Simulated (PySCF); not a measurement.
Spin states of C₂⁺

Unrestricted PBE0; PySCF, no relativity, basis sets C 6-31G(d,p). Outer shells of the fragments: C+ 2s2 2p1; C 2s2 2p2.

Followed along the bond (rough minima from three points):

```tsv
2Ms+1	unpaired	⟨S²⟩ at the start	R at minimum (Å)	Te (eV)
4	σ ↑, π ↑↑	3.75	1.41	0.00
2	σ ↓, π ↑↑	1.78	1.42	0.53
2	σ ↑, π ↑↓	1.76	1.42	0.61
2	σ ↑	0.76	1.43	1.67
```

Solutions found at the starting distance of 1.520 Å, counted from the lowest of them; the search is not exhaustive and high or unbound solutions are not listed, so other states can lie among these:

```csv
2Ms+1,unpaired,term,E (eV),⟨S²⟩,⟨Lz²⟩
4,"σ ↑, π ↑↑",⁴Σ⁻,0.00,3.75,0.00
2,"σ ↓, π ↑↑",mixed,0.51,1.78,0.00
2,"σ ↑, π ↑↓",mixed,0.58,1.76,2.01
2,σ ↑,mixed,1.59,0.76,2.00
2,π ↑,mixed,1.70,1.65,1.04
2,π ↑,²Π,1.78,0.75,1.00
4,"σ ↑↑, π ↑",⁴Π,2.86,3.75,1.00
4,"σ ↑, π ↑↑",mixed,4.14,3.76,2.00
4,π ↑↑↑,⁴Π,4.41,3.76,1.00
```

A term symbol is given only where ⟨S²⟩ and ⟨Lz²⟩ are close to those of a pure state; real π, δ and φ orbitals otherwise mix terms, and g/u labels are left off.
